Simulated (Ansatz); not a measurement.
A run of Ansatz (development build ahead of 0.2.0) on singlet N2H2 in separate pieces at this shape:

```xyz
4

N     0.0000    0.5500    3.8000
N     0.0000   -0.5500    3.8000
H     0.3700    0.0000    0.0000
H    -0.3700    0.0000    0.0000
```

Its results:

```
Converged                       : yes
Total energy                    : -109.99438 hartree
Spin squared of the determinant : 0.000
```

Which input gives this output? Name the method, the orbitals and the basis set, and write the input.

RHF in 6-31G. An unrestricted run that stays on the closed shell gives the same numbers.

```yaml
crystal:
  periodic: [false, false, false]
  atoms:
    - { symbol: "N", position_ang: [0.0, 0.55, 3.8] }
    - { symbol: "N", position_ang: [0.0, -0.55, 3.8] }
    - { symbol: H, position_ang: [0.37, 0.0, 0.0] }
    - { symbol: H, position_ang: [-0.37, 0.0, 0.0] }
basis:
  gaussian: { orbitals: "6-31G" }
hamiltonian:
  xc: hf
```
